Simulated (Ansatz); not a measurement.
Consider Cu in the fcc (Cu type) structure (space group Fm-3m, No. 225).

```cif
data_Cu
_chemical_formula_sum 'Cu1'
_space_group_name_H-M_alt 'P 1'
_space_group_IT_number 1
_cell_length_a 2.56658
_cell_length_b 2.56658
_cell_length_c 2.56658
_cell_angle_alpha 60.000
_cell_angle_beta 60.000
_cell_angle_gamma 60.000
loop_
_space_group_symop_operation_xyz
  'x, y, z'
loop_
_atom_site_label
_atom_site_type_symbol
_atom_site_fract_x
_atom_site_fract_y
_atom_site_fract_z
_atom_site_occupancy
Cu1 Cu 0.00000 0.00000 0.00000 1
```

Levels (all Ansatz, a program for electronic structure, PAW): PBE (420 eV, no spin-orbit coupling); PBEsol (420 eV, without spin-orbit coupling).

Levels that relaxed their own cell: PBE and PBEsol.

```json
[
 {"level": "PBE", "lattice parameter a": "3.630 Å"},
 {"level": "PBEsol", "lattice parameter a": "3.564 Å"}
]
```

Measured: lattice parameter a 3.595 Å (static lattice; corrected from measurement; as listed in Gábor I. Csonka et al., Physical Review B (2009)).

Computed minus measured — lattice parameter a: PBE +1.0 %, PBEsol -0.9 %.

Stability against distortions was not tested. The final runs are not spin-polarised.
